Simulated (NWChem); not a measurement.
System: diphosphorus (P2); SMILES P#P

The following NWChem deck was run.

```
start job
memory heap 200 mb stack 900 mb global 1100 mb
geometry units angstroms
  P      0.000000     0.000000     0.952143
  P      0.000000     0.000000    -0.952143
end
basis spherical
  * library def2-tzvp
end
dft
  xc b3lyp
  iterations 150
end
driver
  maxiter 120
end
task dft optimize
task dft freq
```

Excerpt of the output:

```
             Northwest Computational Chemistry Package (NWChem) 7.3.0
             --------------------------------------------------------

 ORDER OF PRIMARY AXIS IS BEING SET TO 4
 D4H symmetry detected

                             Geometry "geometry" -> ""
                             -------------------------

 Output coordinates in angstroms (scale by  1.889725989 to convert to a.u.)

  No.       Tag          Charge          X              Y              Z
 ---- ---------------- ---------- -------------- -------------- --------------
    1 P                   15.0000     0.00000000     0.00000000     0.95214300
    2 P                   15.0000     0.00000000     0.00000000    -0.95214300

 Effective nuclear repulsion energy (a.u.)      62.5246843305

      Symmetry information
      --------------------

 Group name             D4h
 Group number             28
 Group order              16
 No. of unique centers     1

                                Z-matrix (autoz)
                                --------

 Units are Angstrom for bonds and degrees for angles

      Type          Name      I     J     K     L     M      Value
      ----------- --------  ----- ----- ----- ----- ----- ----------
    1 Stretch                  1     2                       1.90429

                           NWChem Geometry Optimization
                           ----------------------------

 maximum gradient threshold         (gmax) =   0.000450
 rms gradient threshold             (grms) =   0.000300
 maximum cartesian step threshold   (xmax) =   0.001800
 rms cartesian step threshold       (xrms) =   0.001200
 fixed trust radius                (trust) =   0.300000
 source of zmatrix                         =   autoz

          -------------------
          Energy Minimization
          -------------------

 Using diagonal initial Hessian
 Scaling for Hessian diagonals: bonds = 1.00  angles = 0.25  torsions = 0.10

          --------
          Step   0

                                 NWChem DFT Module
                                 -----------------

 Summary of "ao basis" -> "ao basis" (spherical)
 ------------------------------------------------------------------------------
       Tag                 Description            Shells   Functions and Types
 ---------------- ------------------------------  ------  ---------------------
 P                         def2-tzvp                13       37   5s5p2d1f

      Symmetry analysis of basis
      --------------------------

        a1g        13
        a1u         0
        a2g         0
        a2u        13
        b1g         3
        b1u         3
        b2g         3
        b2u         3
        eg         18
        eu         18

            General Information
            -------------------
          SCF calculation type: DFT
          Wavefunction type:  closed shell.
          No. of atoms     :     2
          No. of electrons :    30
           Alpha electrons :    15
            Beta electrons :    15
          Charge           :     0
          Spin multiplicity:     1
          Use of symmetry is: on ; symmetry adaption is: on
          Maximum number of iterations: 150
          AO basis - number of functions:    74
                     number of shells:    26
          Convergence on energy requested:  1.00D-06
          Convergence on density requested:  1.00D-05
          Convergence on gradient requested:  5.00D-04

              XC Information
              --------------
                         B3LYP Method XC Potential
                     Hartree-Fock (Exact) Exchange  0.200
                        Slater Exchange Functional  0.800 local
                    Becke 1988 Exchange Functional  0.720 non-local
              Lee-Yang-Parr Correlation Functional  0.810
                  VWN I RPA Correlation Functional  0.190 local

             Grid Information
             ----------------
          Grid used for XC integration:  medium
          Radial quadrature: Mura-Knowles
          Angular quadrature: Lebedev.
          Tag              B.-S. Rad. Rad. Pts. Rad. Cut. Ang. Pts.
          ---              ---------- --------- --------- ---------
          P                   1.00       88           8.0       590
          Grid pruning is: on
          Number of quadrature shells:    88
          Spatial weights used:  Erf1

      Superposition of Atomic Density Guess
      -------------------------------------

 Sum of atomic energies:        -681.30222861

      Non-variational initial energy
      ------------------------------

 Total energy =    -681.524047
 1-e energy   =   -1067.193883
 2-e energy   =     323.145152
 HOMO         =      -0.291231
 LUMO         =      -0.067206

      Symmetry analysis of molecular orbitals - initial
      -------------------------------------------------

 !! scf_movecs_sym_adapt:   12 vectors were symmetry contaminated

  Symmetry fudging

 !! scf_movecs_sym_adapt:   10 vectors were symmetry contaminated

  Numbering of irreducible representations:

     1 a1g         2 a1u         3 a2g         4 a2u         5 b1g
     6 b1u         7 b2g         8 b2u         9 eg         10 eu

  Orbital symmetries:

     1 a2u         2 a1g         3 a1g         4 a2u         5 a1g
     6 a2u         7 eu          8 eu          9 eg         10 eg
    11 a1g        12 a2u        13 eu         14 eu         15 a1g
    16 eg         17 eg         18 a2u        19 a1g        20 eu
    21 eu         22 a2u        23 b1g        24 b2g        25 a1g

   convergence    iter        energy       DeltaE   RMS-Dens  Diis-err
 ---------------- ----- ----------------- --------- --------- ---------
 d= 0,ls=0.0,diis     1   -682.7279744675 -7.45D+02  4.50D-03  6.06D-01
 d= 0,ls=0.0,diis     2   -682.7441246166 -1.62D-02  2.35D-03  7.59D-03
 d= 0,ls=0.0,diis     3   -682.7447590378 -6.34D-04  7.90D-04  5.05D-03
 d= 0,ls=0.0,diis     4   -682.7454175366 -6.58D-04  8.79D-05  6.07D-05
 d= 0,ls=0.0,diis     5   -682.7454257011 -8.16D-06  1.56D-05  3.95D-06
 d= 0,ls=0.0,diis     6   -682.7454262550 -5.54D-07  1.18D-06  8.29D-09

         Total DFT energy =     -682.745426255009
      One electron energy =    -1068.557938550603
           Coulomb energy =      369.750375734488
    Exchange-Corr. energy =      -46.462547769363
 Nuclear repulsion energy =       62.524684330469

 Numeric. integr. density =       30.000000196561

                  Occupations of the irreducible representations
                  ----------------------------------------------

                     irrep           alpha         beta
                     --------     --------     --------
                     a1g               5.0          5.0
                     a1u               0.0          0.0
                     a2g               0.0          0.0
                     a2u               4.0          4.0
                     b1g               0.0          0.0
                     b1u               0.0          0.0
                     b2g               0.0          0.0
                     b2u               0.0          0.0
                     eg                2.0          2.0
                     eu                4.0          4.0

                       DFT Final Molecular Orbital Analysis
                       ------------------------------------

 Vector   13  Occ=2.000000D+00  E=-2.966843D-01  Symmetry=a1g
              MO Center=  2.5D-30,  2.4D-30,  1.4D-16, r^2= 3.1D+00
   Bfn.  Coefficient  Atom+Function         Bfn.  Coefficient  Atom+Function
  ----- ------------  ---------------      ----- ------------  ---------------
    17      0.351098  1 P  pz                54     -0.351098  2 P  pz
     5      0.271525  1 P  s                 42      0.271525  2 P  s
    20      0.187914  1 P  pz                57     -0.187914  2 P  pz
    14      0.177260  1 P  pz                51     -0.177260  2 P  pz
     8     -0.148771  1 P  pz                45      0.148771  2 P  pz

 Vector   14  Occ=2.000000D+00  E=-2.852162D-01  Symmetry=eu
              MO Center= -6.9D-16, -8.7D-16,  1.0D-14, r^2= 2.3D+00
   Bfn.  Coefficient  Atom+Function         Bfn.  Coefficient  Atom+Function
  ----- ------------  ---------------      ----- ------------  ---------------
    16      0.299162  1 P  py                53      0.299162  2 P  py
    19      0.187543  1 P  py                56      0.187543  2 P  py
    15      0.154968  1 P  px                52      0.154968  2 P  px
    13      0.134503  1 P  py                50      0.134503  2 P  py
     7     -0.117157  1 P  py                44     -0.117157  2 P  py

 Vector   15  Occ=2.000000D+00  E=-2.852162D-01  Symmetry=eu
              MO Center= -3.5D-16,  9.6D-16,  2.9D-15, r^2= 2.3D+00
   Bfn.  Coefficient  Atom+Function         Bfn.  Coefficient  Atom+Function
  ----- ------------  ---------------      ----- ------------  ---------------
    15      0.299162  1 P  px                52      0.299162  2 P  px
    18      0.187543  1 P  px                55      0.187543  2 P  px
    16     -0.154968  1 P  py                53     -0.154968  2 P  py
    12      0.134503  1 P  px                49      0.134503  2 P  px
     6     -0.117157  1 P  px                43     -0.117157  2 P  px

 Vector   16  Occ=0.000000D+00  E=-1.007705D-01  Symmetry=eg
              MO Center= -1.5D-16, -1.1D-14, -1.2D-14, r^2= 3.4D+00
   Bfn.  Coefficient  Atom+Function         Bfn.  Coefficient  Atom+Function
  ----- ------------  ---------------      ----- ------------  ---------------
    18      0.466808  1 P  px                55     -0.466808  2 P  px
    15      0.345214  1 P  px                52     -0.345214  2 P  px
    12      0.168056  1 P  px                49     -0.168056  2 P  px
     6     -0.134070  1 P  px                43      0.134070  2 P  px
    19     -0.063459  1 P  py                56      0.063459  2 P  py

[...]

      ----------------------
      Optimization converged
      ----------------------

  Step       Energy      Delta E   Gmax     Grms     Xrms     Xmax
  ---- ---------------- -------- -------- -------- -------- --------
@    2    -682.74557218 -6.0D-08  0.00000  0.00000  0.00017  0.00030
                                     ok       ok       ok       ok

                                Z-matrix (autoz)
                                --------

 Units are Angstrom for bonds and degrees for angles

      Type          Name      I     J     K     L     M      Value     Gradient
      ----------- --------  ----- ----- ----- ----- ----- ---------- ----------
    1 Stretch                  1     2                       1.88956   -0.00000

                         Geometry "geometry" -> "geometry"
                         ---------------------------------

 Output coordinates in angstroms (scale by  1.889725989 to convert to a.u.)

  No.       Tag          Charge          X              Y              Z
 ---- ---------------- ---------- -------------- -------------- --------------
    1 P                   15.0000     0.00000000     0.00000000     0.94478172
    2 P                   15.0000     0.00000000     0.00000000    -0.94478172

 Effective nuclear repulsion energy (a.u.)      63.0118465208

      Symmetry information
      --------------------

 Group name             D4h
 Group number             28
 Group order              16
 No. of unique centers     1

                Final and change from initial internal coordinates
                --------------------------------------------------

                                Z-matrix (autoz)
                                --------

 Units are Angstrom for bonds and degrees for angles

      Type          Name      I     J     K     L     M      Value       Change
      ----------- --------  ----- ----- ----- ----- ----- ---------- ----------
    1 Stretch                  1     2                       1.88956   -0.01472

 ==============================================================================
                                internuclear distances
 ------------------------------------------------------------------------------
       center one      |      center two      | atomic units |  angstroms
 ------------------------------------------------------------------------------
    2 P                |   1 P                |     3.57076  |     1.88956
 ------------------------------------------------------------------------------
                         number of included internuclear distances:          1
 ==============================================================================

[second-derivative integrals and response iterations left out]

  Vibrational analysis via the FX method

  See chapter 2 in "Molecular Vibrations" by Wilson, Decius and Cross

  Vib: Default input used

 ---------------------------- Atom information ----------------------------
     atom    #        X              Y              Z            mass
 --------------------------------------------------------------------------
    P        1  0.0000000D+00  0.0000000D+00  1.7853786D+00  3.0973760D+01
    P        2  0.0000000D+00  0.0000000D+00 -1.7853786D+00  3.0973760D+01
 --------------------------------------------------------------------------

[unprojected Hessian and modes left out]

        Vibrational analysis via the FX method
  --- with translations and rotations projected out ---
  --- via the Eckart algorithm                      ---
 Dependent rotation vector no.                    3
  found in ECKART; assuming linear geometry
 Projected Nuclear Hessian trans-rot subspace norm:1.2326D-32
                         (should be close to zero!)

[projected Hessian left out]

 Rotational Constants
 --------------------
 A=   0.000000 cm-1  (  0.000000 K)
 B=   0.304869 cm-1  (  0.438629 K)
 C=   0.304869 cm-1  (  0.438629 K)

 Temperature                      =   298.15K
 frequency scaling parameter      =   1.0000

 Linear Molecule

 Zero-Point correction to Energy  =    1.158 kcal/mol  (  0.001846 au)
 Thermal correction to Energy     =    2.686 kcal/mol  (  0.004281 au)
 Thermal correction to Enthalpy   =    3.278 kcal/mol  (  0.005224 au)

 Total Entropy                    =   52.036 cal/mol-K
   - Translational                =   38.273 cal/mol-K (mol. weight =  61.9475)
   - Rotational                   =   13.564 cal/mol-K (symmetry #  =        2)
   - Vibrational                  =    0.199 cal/mol-K

 Cv (constant volume heat capacity) =    5.599 cal/mol-K
   - Translational                  =    2.979 cal/mol-K
   - Rotational                     =    1.986 cal/mol-K
   - Vibrational                    =    0.633 cal/mol-K

[normal modes left out]

 ----------------------------------------------------------------------------
 Normal Eigenvalue ||           Projected Infra Red Intensities
  Mode   [cm**-1]  || [atomic units] [(debye/angs)**2] [(KM/mol)] [arbitrary]
 ------ ---------- || -------------- ----------------- ---------- -----------
    1       -0.000 ||    0.000000           0.000         0.000       0.004
    2       -0.000 ||    0.000000           0.000         0.000      21.948
    3        0.000 ||    0.000000           0.000         0.000      17.053
    4        0.000 ||    0.000000           0.000         0.000       7.601
    5        0.000 ||    0.000000           0.000         0.000       2.685
    6      810.581 ||    0.000000           0.000         0.000      10.709
 ----------------------------------------------------------------------------
```

Level: B3LYP/def2-TZVP.
